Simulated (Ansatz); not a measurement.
**Chalcopyrite CuGaSe₂**

Level of theory: PBEsol (Ansatz, a quantum-chemistry and plane-wave program, PAW).

Numerical settings: plane-wave cutoff 520 eV, 8×8×8 k mesh, Fermi–Dirac smearing 0.01 eV, no spin polarisation, scalar-relativistic PAW data made under PBE.

Cell (measured lattice):

```
CuGaSe2
1.0
    2.80955    -2.80955     5.51300
   -2.80955     2.80955     5.51300
   -2.80955    -2.80955    -5.51300
Ga Cu Se
2 2 4
Direct
  0.50000   0.50000   0.00000
  0.25000   0.75000   0.50000
  0.00000   0.00000   0.00000
  0.75000   0.25000   0.50000
  0.87500   0.87438   0.49938
  0.12562   0.62500   0.00062
  0.37500   0.37562   0.50062
  0.62438   0.12500   0.99938
```

- band gap: 0.16 eV (direct)

Measured, for comparison: band gap 1.67 eV (temperature not stated, no zero-point or thermal correction, direct or pseudo-direct at Γ; as tabulated in Ghosh et al. (2024), arXiv:2401.16805).

Note: cell and atoms aren't relaxed at this level (largest force component 0.43 eV/Å, pressure -0.7 GPa).

Spin–orbit coupling is not included.

The computed numbers hold no vibrational or temperature effects.
